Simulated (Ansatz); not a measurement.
# BSiP (triplet): wave-function methods side by side, cc-pVTZ

An exercise on one series of results from a longer session: the logs are not shown, and one member is left open.

Computed with Ansatz 0.2.0, Gaussian basis. Level: cc-pVTZ, core rule «outside noble gas», up to 11 orbitals frozen.

To be run: UHF; CCSD(T) on ROHF; CCSD(T) on UHF; BCCD(T) on ROHF; CCSDT(Q) on ROHF; CCSDT(Q) on UHF; CASSCF and NEVPT2, 12 electrons in 12 orbitals.

6 further runs of the same task are left out: 6 set aside as unsound or not needed.

### What is computed

The geometry is a PBE0/def2-TZVP stationary point (not a proven minimum).

3 atoms, charge 0, spin multiplicity 3.

Atoms are counted from 1 here; the program's logs count them from 0.

Bond lengths: B1–P2 1.813 Å, B1–Si3 2.032 Å, P2–Si3 2.135 Å. Angles: P2–B1–Si3 67.2°, B1–P2–Si3 61.3°, B1–Si3–P2 51.5°.

The first run:

in.yaml

```yaml
crystal:
  periodic: [false, false, false]
  atoms:
    - {symbol: B, position_ang: [0.000000, -1.336957, 0.188448]}
    - {symbol: P, position_ang: [0.000000, 0.294228, 0.979363]}
    - {symbol: Si, position_ang: [0.000000, 0.190151, -1.152618]}
basis:
  gaussian: {orbitals: cc-pVTZ}
magnetization: {spin_polarized: true, initial_magnetization: 2}
hamiltonian: {xc: hf}
output: {orbitals: {seedname: orbitals}}
```

Run with:

```sh
ansatz run in.yaml --threads 1 --pin off --events-out ev --progress --plain --max-ram 4096MiB --backend cpu
```

Steps of the session up to this table: UHF; CCSD(T) on ROHF; CCSD(T) on UHF; BCCD(T) on ROHF; CCSDT(Q) on ROHF; CCSDT(Q) on UHF; CASSCF and NEVPT2, 12 electrons in 12 orbitals.

One of the session's tables, all rows but one given; the rest of the session is left out.

```
        method  from RCCSDT(Q) (kJ/mol)
          ROHF                   +942.7
           UHF                   +920.5
          RMP2                   +134.8
          UMP2                   +145.4
         RCCSD                    +74.0
         UCCSD                    +73.2
      RCCSD(T)                     +9.0
      UCCSD(T)                     +9.7
       BCCD(T)                     +8.3
        RCCSDT                     +6.0
        UCCSDT                     +5.8
     RCCSDT(Q)                        0
     UCCSDT(Q)                     -0.6
CASSCF valence                   +636.2
NEVPT2 valence                        ?
```

**Question.** Estimate the row for NEVPT2 valence.

The run gave: from RCCSDT(Q) (kJ/mol): +136.9. In the column «from RCCSDT(Q) (kJ/mol)» it lies between RMP2 (+134.8) and UMP2 (+145.4).

With the free atoms at the same levels and basis (separate runs), the atomisation energy is 7.241 eV at RCCSDT(Q), 7.205 eV at RCCSD(T), 7.194 eV at UCCSD(T), 4.489 eV at ROHF.

To keep in mind: Restricted and unrestricted rows rest on different reference determinants; where their highest levels disagree by more than a few hundredths of an eV, they describe different states and don't form one ladder.
